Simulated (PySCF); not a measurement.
# C4H3FS: the cost of one run

The runs use PySCF 2.14.0, with density-fitted response routines of our own; the level of theory stands in each step. All values are computed, except where a source is named. Atoms count from 0, in the outputs and in this text.

## (1) The starting structure

9 atoms, charge 0, multiplicity 1; geometry from: GFN2-xTB. The atoms were then displaced at random by about 0.01 Å, so the start is not that level's minimum.

Bonds of the start (Å): F0–C1 1.34, C1–C2 1.40, C2–C3 1.39, C3–S4 1.73, S4–C5 1.71, C5–C1 1.37, C2–H6 1.09, C3–H7 1.05, C5–H8 1.07.

## (2) Geometry optimisation at PBE0-D3(BJ)/def2-SVP

Job settings and geometry (Å):

```
{"job": {"xc": "PBE0", "basis": "def2-SVP", "d3": "d3bj", "grid": 1, "shake": 0.01, "kind": "geom"}, "charge": 0, "multiplicity": 1}
F     -1.654430    -1.513210     0.379730
C     -0.777410    -0.528790     0.135330
C      0.600190    -0.774320     0.125390
C      1.350540     0.363060    -0.133960
S      0.288950     1.712240    -0.384410
C     -1.115370     0.770490    -0.120660
H      1.062210    -1.739550     0.318100
H      2.394580     0.489810    -0.203130
H     -2.091440     1.203110    -0.150120
```

Run with:

```console
$ OMP_NUM_THREADS=1 python probes_run.py task.json out
```

The driver reads the jobs from task.json and runs them one after another.

Q: Estimate the wall time and peak memory of this first job on 1 thread of Arm Neoverse V2, shared host.

About 29 s, with a peak of 0.43 GiB.
